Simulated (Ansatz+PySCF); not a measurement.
# doublet CS(+): levels of theory in one basis

```yaml
atoms:
  - { symbol: C, position_ang: [0.0000, 0.0000, -0.7430] }
  - { symbol: S, position_ang: [0.0000, 0.0000, 0.7430] }
```

Basis set: cc-pVTZ on C; cc-pV(T+d)Z on S (spherical functions). Correlated methods keep 6 orbitals frozen. Correlation on ROHF uses semicanonical orbitals with singles. Charge 1, multiplicity 2.

Computed with Ansatz (development build ahead of 0.2.0) and PySCF 2.14.0; each method stands on the lowest determinant of its kind that the runs found.

| method | E − E(ROHF) (eV) | <S²> of the determinant |
| --- | --- | --- |
| ROHF | 0.00 | 0.75 |
| UHF | -0.69 | 1.46 |
| ROHF-MP2 | -7.62 | – |
| UHF-MP2 | -6.73 | 1.46 |
| ROHF-CCSD(T) | -8.63 | – |
| UHF-CCSD(T) | -8.56 | 1.46 |

**Question.** What does UHF-CCSD give on the same scale?

**Answer.** -8.07 eV.

**Question.** Is a single determinant a sound starting point here?

**Answer.** It is doubtful. Unrestricted orbitals lower Hartree–Fock by 0.69 eV and <S²> is 1.46 where a pure state has 0.75, a sign of strong static correlation.

Caution for ROHF, ROHF-MP2, ROHF-CCSD(T): an unrestricted determinant lies well below. Caution for UHF, UHF-MP2, UHF-CCSD, UHF-CCSD(T): the unrestricted determinant is spin contaminated. Caution for ROHF-MP2, UHF-MP2, UHF-CCSD, ROHF-CCSD(T), UHF-CCSD(T): large share of triples, a single reference is doubtful. Caution for ROHF-MP2, UHF-MP2: forces differ strongly between restricted and unrestricted references. Caution for UHF-CCSD(T): another reference gives a lower total.
